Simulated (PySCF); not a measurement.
# Working out the ionisation energy of B

B [He] 2s2 2p1 (2P) → B⁺ [He] 2s2 (1S). Computed with PySCF 2.14 in jorge-DZP-DKH, with the spin-free X2C one-electron Hamiltonian (Gaussian nucleus). Frozen: 1s2. Energies in hartree (1 hartree = 27.21139 eV):

```
            part   B (lower)  B⁺ (upper)
             UHF  -24.536942  -24.241930
CCSD correlation   -0.059173   -0.059186
             (T)   -0.000776    0.000000
```

**Question.** What does Hartree-Fock give?

**Answer.** (-24.241930) − (-24.536942) = 0.295012 hartree = 8.028 eV.

**Question.** What do CCSD and CCSD(T) give?

**Answer.** The CCSD correlation energies differ by -0.000013 hartree = 0.000 eV and the triples by 0.000776 hartree = 0.021 eV, so CCSD gives 8.028 eV and CCSD(T) 8.049 eV.

Measured between the centres of the two terms (NIST): 8.297 eV, so CCSD(T) (valence) is off by -0.248 eV.

A double-zeta basis recovers only part of the correlation energy.

The coupled-cluster amplitudes are large, so a single reference is strained.

What remains against the reference includes basis incompleteness, the frozen core and higher excitations.
